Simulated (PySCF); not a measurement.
Gas-phase reaction: 3 H₂SiO + 2 H ⇌ 2 SiH₃ + SiO(OH)₂. Level: ωB97X-V/def2-TZVP†; standard pressure 1 bar.

Computed with PySCF and rigid-rotor harmonic-oscillator thermochemistry at 1 bar. † marks an energy on the PBE0/def2-TZVP geometry and frequencies. Open shells (unrestricted): H (multiplicity 2), SiH₃ (multiplicity 2); the rest are closed-shell singlets. H₂SiO, SiO(OH)₂: computed as isolated molecules; such fragments, hydroxides, amides, oligomers or adducts are transient or little studied in the gas. The harmonic model lacks anharmonicity and excited electronic states, which grow with temperature; levels with a mode under 35 cm⁻¹ are left out. Internal rotation in SiO(OH)₂ is treated as a harmonic vibration of one conformer, which makes the entropy rough.

```
T (K)  1000/T (1/K)  log10 K
-----  ------------  -------
600          1.6667    37.21
800          1.2500    25.06
1000         1.0000    17.76
1200         0.8333    12.87
1400         0.7143        ?
1600         0.6250     6.76
```

Q: Fit log10 K = a + b·(1000/T) to the five rows, get the mean ΔH° and ΔS°, and predict log10 K at 1400 K.

A: Means: 1000/T = 1.0750, log10 K = 19.932. Sums of products about the means: Sxy = 18.91798, Sxx = 0.647278, so b = Sxy/Sxx = 29.23 and a = 19.932 − (29.23)×1.0750 = -11.49.
ΔH° = −R ln 10 × 1000 K × b = −19.145 × (29.23) = -560 kJ; ΔS° = R ln 10 × a = -220 J/K. The run's own values go from -557 kJ and -216 J/K at 600 K to -563 kJ and -222 J/K at 1600 K.
Prediction at 1400 K: -11.49 + (29.23)×0.7143 = 9.39. The computed value is 9.38, 0.01 from the line.
For scale, ΔH°(298 K) is -554 kJ at this level, -546 kJ at ωB97M-V/def2-TZVP†, and runs from -598 to -158 kJ over the 20 levels computed.
